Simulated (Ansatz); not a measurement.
# CHSi+ (triplet): wave-function methods side by side, def2-TZVPP

One table from this session's results is given with a row withheld; the runs are named, their logs left out.

Method: def2-TZVPP, core rule «outside noble gas», up to 6 orbitals frozen; program: Ansatz 0.2.0, Gaussian basis.

Plan: UHF; ROHF; CCSD(T) on UHF.

## The geometry

The geometry is a PBE0/def2-TZVP stationary point (not a proven minimum) of the parent state, kept for this charge and spin.

3 atoms, charge 1, spin multiplicity 3.

Atoms are counted from 1 here; the program's logs count them from 0.

Bond lengths: Si1–C2 1.840 Å, Si1–H3 1.533 Å. Angles: C2–Si1–H3 97.9°.

The first run:

The input, in.yaml:

```yaml
crystal:
  periodic: [false, false, false]
  atoms:
    - {symbol: Si, position_ang: [0.000000, -0.083231, 0.527232]}
    - {symbol: C, position_ang: [0.000000, 0.076222, -1.305753]}
    - {symbol: H, position_ang: [0.000000, 1.410897, 0.868536]}
basis:
  gaussian: {orbitals: def2-TZVPP}
total_charge: 1
magnetization: {spin_polarized: true, initial_magnetization: 2}
hamiltonian: {xc: hf}
output: {orbitals: {seedname: orbitals}}
```

Command:

```
ansatz run in.yaml --threads 1 --pin off --events-out ev --progress --plain --max-ram 4096MiB --backend cpu
```

Steps of the session up to this table: UHF; ROHF; CCSD(T) on UHF.

One of the session's tables, all rows but one given; the rest of the session is left out.

| method | from UCCSD(T) (meV) |
| --- | --- |
| ROHF | ? |
| UMP2 | +1768.5 |
| UCCSD | +386.2 |
| UCCSD(T) | 0 |

**Question.** Estimate the row for ROHF.

As computed: from UCCSD(T) (meV): +6227.2. In the column «from UCCSD(T) (meV)» it is the highest.

Left out of the table: UHF (another determinant or state than the rows shown).

Caveats from the session: The determinant is far from a pure spin state, so its energy mixes those of several spin states (harmless only where they are near-degenerate, as at dissociation). Warnings: spin contamination; coupled cluster took another determinant than the lowest.
